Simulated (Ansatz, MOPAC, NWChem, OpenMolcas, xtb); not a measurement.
## BH2ClO (SMILES OBCl): methods side by side

The runs start from one conformer, not always the lowest.

BH2ClO, singlet, SMILES `OBCl`. Each level relaxes the structure for itself.

Quantity: the highest harmonic wavenumber at each level's own minimum, in cm⁻¹. The values are calculated.

```
                                   level            kind     program  value (cm⁻¹)
                                    MNDO  semi-empirical       MOPAC          3984
                                     PM3  semi-empirical       MOPAC          3886
                                   MNDOD  semi-empirical       MOPAC          3982
                                GFN2-xTB  semi-empirical         xtb          3564
                           BP86/def2-SVP             GGA      NWChem          3686
                        BP86-D3(BJ)/pc-0             GGA      NWChem          3567
                   B3LYP-D3(BJ)/6-311G**   global hybrid      NWChem          3820
                       PBE0-D4/def2-TZVP   global hybrid      Ansatz          3849
CASSCF(8,7)/6-31G* (Cartesian functions)  multireference  OpenMolcas          4070
```

Harmonic and unscaled. The values span 3564 to 4070 cm⁻¹.
